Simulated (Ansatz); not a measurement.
# CH₆N₃+: basis-set convergence

The task here is to estimate one member of a computed series from the others.

Computed with Ansatz 0.2.0, Gaussian basis. Level: one geometry, several basis sets.

Plan: PBE0-D4/def2-SVP; ωB97M-V/def2-SVP; PBE0-D4/def2-QZVPP; ωB97M-V/def2-QZVPP; CCSD(T)/cc-pV(D+d)Z; CCSD(T)/cc-pV(T+d)Z; CCSD(T)/cc-pV(Q+d)Z; the functionals' def2-TZVPP values are taken from earlier runs.

### Structure used throughout

All runs share one geometry, relaxed beforehand with PBE0-D4 in a triple-zeta def2 set.

SMILES `NC(N)=[NH2+]`, 10 atoms, charge 1, spin multiplicity 1.

Atoms are counted from 1 here; the program's logs count them from 0.

Bond lengths: N1–C2 1.326 Å, N1–H5 1.006 Å, N1–H6 1.006 Å, C2–N3 1.326 Å, C2–N4 1.326 Å, N3–H7 1.006 Å, N3–H8 1.006 Å, N4–H9 1.006 Å, N4–H10 1.006 Å. Angles: C2–N1–H5 121.3°, C2–N1–H6 121.3°, H5–N1–H6 117.4°, N1–C2–N3 120.0°, N1–C2–N4 120.0°, N3–C2–N4 120.0°, C2–N3–H7 121.3°, C2–N3–H8 121.3°, H7–N3–H8 117.4°, C2–N4–H9 121.3°, C2–N4–H10 121.3°, H9–N4–H10 117.4°.

Set-up of the first run:

Input file in.yaml:

```yaml
crystal:
  periodic: [false, false, false]
  atoms:
    - {symbol: N, position_ang: [-1.113626, 0.512153, -0.506945]}
    - {symbol: C, position_ang: [-0.000030, -0.000034, 0.000045]}
    - {symbol: N, position_ang: [0.511334, -1.111999, -0.511300]}
    - {symbol: N, position_ang: [0.602467, 0.600014, 1.018058]}
    - {symbol: H, position_ang: [-1.667940, 0.001709, -1.172913]}
    - {symbol: H, position_ang: [-1.437342, 1.426157, -0.240326]}
    - {symbol: H, position_ang: [1.262063, -1.600643, -0.054162]}
    - {symbol: H, position_ang: [0.163372, -1.500183, -1.371271]}
    - {symbol: H, position_ang: [1.520115, 0.321182, 1.320511]}
    - {symbol: H, position_ang: [0.159597, 1.351644, 1.518315]}
basis:
  gaussian: {orbitals: def2-SVP}
total_charge: 1
hamiltonian: {xc: pbe0, dispersion: d4}
output: {orbitals: {seedname: orbitals}}
```

Run with:

```bash
$ ansatz run in.yaml --threads 2 --pin off --events-out ev --progress --plain --max-ram 32768MiB --backend cpu
```

Steps of the session up to this table: PBE0-D4 in def2-SVP; ωB97M-V in def2-SVP; PBE0-D4 in def2-QZVPP; ωB97M-V in def2-QZVPP.

One of the session's tables, all rows but one given; the rest of the session is left out.

It belongs to the step «Density functionals: the series». 

| functional | basis | HOMO (eV) | LUMO (eV) |
| --- | --- | --- | --- |
| PBE0-D4 | def2-SVP | -13.58 | -4.38 |
| PBE0-D4 | def2-TZVPP | -13.66 | -4.64 |
| PBE0-D4 | def2-QZVPP | -13.69 | -4.76 |
| ωB97M-V | def2-SVP | -15.94 | -2.09 |
| ωB97M-V | def2-TZVPP | -16.03 | -2.79 |
| ωB97M-V | def2-QZVPP | ? | ? |

Q: Estimate the row for ωB97M-V, def2-QZVPP from the others.

**Answer.** HOMO (eV): -16.05; LUMO (eV): -3.17. In the column «HOMO (eV)» it is the lowest.
